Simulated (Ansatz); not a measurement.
**How far each method lies from UCCSDT(Q) for H₃Si–BH, doublet**

Geometry: a PBE0/def2-TZVP stationary point for this spin, not checked as a minimum.

```yaml
atoms:
  - { symbol: Si, position_ang: [0.0000, 0.0275, 0.5292] }
  - { symbol: B, position_ang: [0.0000, -0.1188, -1.4404] }
  - { symbol: H, position_ang: [0.0000, 1.3973, 1.1216] }
  - { symbol: H, position_ang: [1.2095, -0.6900, 1.0219] }
  - { symbol: H, position_ang: [-1.2095, -0.6900, 1.0219] }
  - { symbol: H, position_ang: [0.0000, 0.4894, -2.4617] }
```

Basis cc-pVDZ; Ansatz 0.2.0. Correlated methods freeze the noble-gas cores, which leaves 11 electrons in 46 orbitals. R marks a restricted (for open shells ROHF) determinant, U an unrestricted one. Active spaces: frontier = (9e, 9o) about the gap.

Full CI isn't at hand for all of this; UCCSDT(Q) serves as the reference, and is uncertain by the last step of the cluster series or more. The frozen core follows each run's orbitals, which can shift R against U totals by a few meV.

For open shells CISD is restricted-active-space CI with the open shells as a complete middle space.

- UHF ⟨S²⟩: 0.758
- T1 diagnostic (RCCSD): 0.0174
- largest doubles amplitude (RCCSD): 0.035
- T1 diagnostic (UCCSD): 0.0139

```json
{"level": "RHF", "E − E(UCCSDT(Q)) (kJ/mol)": "564.0", "share of correlation (%)": "0.00", "wall time": "–"}
{"level": "UHF", "E − E(UCCSDT(Q)) (kJ/mol)": "557.8", "share of correlation (%)": "1.10", "wall time": "–"}
{"level": "RMP2", "E − E(UCCSDT(Q)) (kJ/mol)": "127.8", "share of correlation (%)": "77.33", "wall time": "–"}
{"level": "UMP2", "E − E(UCCSDT(Q)) (kJ/mol)": "127.6", "share of correlation (%)": "77.39", "wall time": "–"}
{"level": "CISD", "E − E(UCCSDT(Q)) (kJ/mol)": "57.0", "share of correlation (%)": "89.89", "wall time": "2.4 s"}
{"level": "RCCSD", "E − E(UCCSDT(Q)) (kJ/mol)": "15.6", "share of correlation (%)": "97.23", "wall time": "–"}
{"level": "UCCSD", "E − E(UCCSDT(Q)) (kJ/mol)": "15.5", "share of correlation (%)": "97.26", "wall time": "–"}
{"level": "RCCSD(T)", "E − E(UCCSDT(Q)) (kJ/mol)": "3.3", "share of correlation (%)": "99.41", "wall time": "4.8 s"}
{"level": "UCCSD(T)", "E − E(UCCSDT(Q)) (kJ/mol)": "3.3", "share of correlation (%)": "99.41", "wall time": "4.6 s"}
{"level": "BCCD(T)", "E − E(UCCSDT(Q)) (kJ/mol)": "3.3", "share of correlation (%)": "99.42", "wall time": "2.5 s"}
{"level": "RCCSDT", "E − E(UCCSDT(Q)) (kJ/mol)": "0.5", "share of correlation (%)": "99.92", "wall time": "–"}
{"level": "UCCSDT", "E − E(UCCSDT(Q)) (kJ/mol)": "0.4", "share of correlation (%)": "99.92", "wall time": "–"}
{"level": "RCCSDT(Q)", "E − E(UCCSDT(Q)) (kJ/mol)": "0.0", "share of correlation (%)": "99.99", "wall time": "32 s"}
{"level": "CASSCF (frontier space)", "E − E(UCCSDT(Q)) (kJ/mol)": "422.5", "share of correlation (%)": "25.09", "wall time": "–"}
{"level": "NEVPT2 (frontier space)", "E − E(UCCSDT(Q)) (kJ/mol)": "124.2", "share of correlation (%)": "77.98", "wall time": "12 s"}
```

The correlation energy at UCCSDT(Q), counted from RHF, is -5.846 eV. That run took 28 s on 1 thread of Intel Xeon 6975P-C, shared host.

Times hold each run's SCF and search for its determinant on a shared host, so for small cases they say little of a method's own cost; they ran on 1 thread of Intel Xeon 6975P-C. Some runs computed forces too.

Atomization energy (electronic, same basis, no zero-point term; atoms at the same level, unrestricted beside the R rows where the molecule is a closed shell, with restricted open-shell steps beyond CCSDT(Q)) at UCCSDT(Q): 1464.2 kJ/mol. Errors of other levels:

```
    level  error (kJ/mol)
      RHF          -216.8
      UHF          -228.9
     RMP2           -11.6
     UMP2           -12.5
     CISD           -48.3
    RCCSD            -8.2
    UCCSD            -8.6
 RCCSD(T)            -1.1
 UCCSD(T)            -1.2
  BCCD(T)            -1.1
   RCCSDT            -0.3
   UCCSDT            -0.4
RCCSDT(Q)             0.0
```

This basis is far from its limit, so the value isn't to be set against a measured one. Truncated CI isn't size-consistent, which counts against it in atomization.
